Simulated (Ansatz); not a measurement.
## Basis-set limit of BSiH5, singlet

```tsv
atom	x (Å)	y (Å)	z (Å)
B	-2.1169	0.0401	0.0000
H	-2.7137	1.0737	0.0000
H	-2.7137	-0.9935	0.0000
H	-0.7479	0.0401	0.0000
Si	0.9261	0.0401	0.0000
H	1.5383	-0.8342	1.0900
H	1.5383	-0.8342	-1.0900
```

Ansatz 0.2.0, RHF determinant, valence electrons correlated. Energies in eV.

```
       set  X  functions  Hartree–Fock  MP2 correlation  CCSD(T) correlation                                                                                              time
def2-TZVPP  3        143    -8609.2081          -6.4677              -7.9808  10 s on 1 × NVIDIA H100 80GB HBM3 with 1 thread of AMD EPYC 7R13 Processor (Zen 3) (shared host)
def2-QZVPP  4        277    -8609.4907          -6.8747              -8.2973  11 s on 1 × NVIDIA H100 80GB HBM3 with 1 thread of AMD EPYC 7R13 Processor (Zen 3) (shared host)
```

Hartree–Fock is taken to follow E(X) = E∞ + A·exp(−7.88·√X), correlation E(X) = E∞ + B·X^−2.97.

Cautions: restricted determinant unstable towards unrestricted.

Task: Work out the CCSD(T) energy at the limit, and how far the shortcut misses it that extrapolates MP2 and adds CCSD(T) minus MP2 from the smaller set.

Result: Hartree–Fock: E∞ = E4 + 0.1377·(E4 − E3) = -8609.5296. Correlation: E∞ = E4 + 0.7407·(E4 − E3) = -8.5317 for CCSD(T) and -7.1761 for MP2. The limit is -8618.0613 eV, 0.273 eV below def2-QZVPP. The shortcut gives a correlation energy of -7.1761 + (-1.5130) = -8.6891, 157 meV lower than the direct value.

Past Ne part of the Hartree–Fock step between the two sets comes from the cores, which don't follow the formula, so the 39 meV that it adds to the total can overshoot; that part largely cancels in differences.
